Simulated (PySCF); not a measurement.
**Continuum solvent and chemical shifts**

Cartesian coordinates in Å; atom numbers follow the order of the lines, from 1:
```xyz
9

F     2.644    0.058   -0.333
C     1.532   -0.508    0.121
C     0.405    0.192    0.288
C    -0.825   -0.399    0.782
C    -1.961    0.253    0.962
S    -3.302    1.014    1.176
H     1.647   -1.576    0.334
H     0.415    1.256    0.040
H    -0.841   -1.467    1.033
```

GIAO PBE0/pcSseg-1 in PySCF 2.14 on one PBE0-D3(BJ)/def2-SVP conformer, non-relativistic, equivalent nuclei averaged. Solvents enter as an IEF-PCM continuum (dimethylsulfoxide with ε = 46.8) around the gas-phase geometry. Shifts are referred to CFCl3, TMS, CS2 computed in the same medium.

Gas phase, δ in ppm: F1 -119.3, C5 293.4, C2 150.6, C3 104.8, C4 69.8, S6 444.5, H7 6.76, H8 5.86, H9 5.80. Dipole moment 1.22 D.

(1) How does each δ change in the continuum?

(2) Which nuclei move most (in ppm), and what does the model miss?

Answers

(1) 
| atoms | environment | Δδ, dimethylsulfoxide |
| --- | --- | --- |
| F1 | vinylic fluorine | -2.0 |
| C5 | cumulene carbon | +1.8 |
| C2 | alkene CH | +3.5 |
| C3 | alkene CH | +0.6 |
| C4 | alkene CH | +1.2 |
| S6 | thione sulfur | -35.9 |
| H7 | hydrogen on an alkene CH | +0.28 |
| H8 | hydrogen on an alkene CH | +0.15 |
| H9 | hydrogen on an alkene CH | +0.65 |

Changes are relative to the gas phase. The dipole moment becomes 1.61 D in dimethylsulfoxide.

(2) S6 (thione sulfur, -35.9 ppm) in dimethylsulfoxide. A continuum only polarises the solute; specific hydrogen bonds, the anisotropy of aromatic solvents and changes of geometry or conformer are outside it.
